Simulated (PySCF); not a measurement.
B(Cl)3 cation (BCl3), SMILES ClB(Cl)Cl (connectivity only; charge and spin as stated), charge +1, multiplicity 2. Atoms are numbered in the order given.

```xyz
4

B      0.0000     0.0000     0.0000
Cl     1.7379     0.0000     0.0000
Cl    -0.8689    -1.5050     0.0000
Cl    -0.8689     1.5050     0.0000
```
Charge +1, spin multiplicity 2.

The structure is a stationary point at PBE-D3(BJ)/def2-SVP. The multiplicity is an assumed one; other spin states were not compared. The isomer is the one that the SMILES or the coordinates give; other isomers of the formula were not compared.

Calculation: PBE-D3(BJ)/def2-SVP (PySCF 2.14.0).

Frequencies are harmonic and unscaled.

Modes within 1.5 cm⁻¹ of each other (mostly degenerate sets) share a row, with their intensities summed.

Q: List the normal modes with their intensities. (The exact figures need the calculation; the answer reports its results.)

A: 
```json
[
 {"mode": "1–2", "ν (cm⁻¹)": "169", "IR (km/mol)": "2.9", "moving atoms (share of kinetic energy)": "Cl 91 %, B 9 %"},
 {"mode": "3", "ν (cm⁻¹)": "392", "IR (km/mol)": "5.1", "moving atoms (share of kinetic energy)": "B 91 %, Cl 9 %"},
 {"mode": "4", "ν (cm⁻¹)": "462", "IR (km/mol)": "0.0", "moving atoms (share of kinetic energy)": "Cl 100 %"},
 {"mode": "5–6", "ν (cm⁻¹)": "875", "IR (km/mol)": "6.9", "moving atoms (share of kinetic energy)": "B 82 %, Cl 18 %"}
]
```
